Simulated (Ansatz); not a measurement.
Relaxation of ClH6NSi (9 atoms, charge 0, multiplicity 1), to a largest force component of 0.03 eV/Å in at most 50 steps.

Computed with RKS PBE/def2-SVP (Ansatz).

```xyz
9
Properties=species:S:1:pos:R:3:forces:R:3
Si 0.381 0.030 -0.045 -0.02 -0.02 0.29
Cl 0.529 -0.105 2.067 0.04 0.02 -0.25
H 1.817 0.017 -0.501 0.01 0.00 -0.01
H -0.230 1.329 -0.461 0.00 0.00 0.00
H -0.294 -1.181 -0.606 -0.01 0.01 -0.01
N -2.467 0.010 0.952 0.25 -0.17 0.41
H -3.209 -0.671 0.735 0.01 0.01 0.00
H -2.953 0.885 1.197 0.00 0.01 -0.01
H -2.025 -0.315 1.838 -0.27 0.16 -0.42
```

Task: Where does it end, and by what steps?

Result: The forces met the threshold. The force dipped under the threshold on the way, but the program's further checks kept it going. After 21 steps the energy has fallen by 0.027 eV; H7 moved furthest, 0.57 Å.

```tsv
step	energy less start (eV)	largest force component (eV/Å)	accepted
0	0.0000	0.420	yes
1	0.0015	0.780	no
2	-0.0046	0.236	yes
3	-0.0118	0.427	yes
4	-0.0172	0.109	yes
5	-0.0185	0.067	yes
6	-0.0201	0.021	yes
7	-0.0140	0.415	no
8	-0.0205	0.028	yes
9	-0.0197	0.231	no
10	-0.0213	0.066	yes
11	-0.0220	0.104	yes
12	-0.0220	0.158	no
13	-0.0230	0.060	yes
14	-0.0237	0.036	yes
15	-0.0249	0.052	yes
16	-0.0245	0.203	no
17	-0.0249	0.064	yes
18	-0.0262	0.007	yes
19	-0.0262	0.107	yes
20	-0.0268	0.047	yes
21	-0.0271	0.003	yes
```

```xyz
9
Properties=species:S:1:pos:R:3
Si 0.270 0.023 0.007
Cl 0.576 0.225 2.079
H 1.685 0.057 -0.525
H -0.431 1.198 -0.602
H -0.285 -1.314 -0.378
N -2.311 -0.044 0.997
H -3.121 -0.228 0.388
H -2.504 0.846 1.477
H -2.329 -0.763 1.732
```

Whether the end is a true minimum wasn't checked by a vibrational analysis.

The run took 23 s on 1 thread of Intel(R) Xeon(R) 6975P-C (Granite Rapids), with other jobs on the host, peak memory 0.13 GiB.
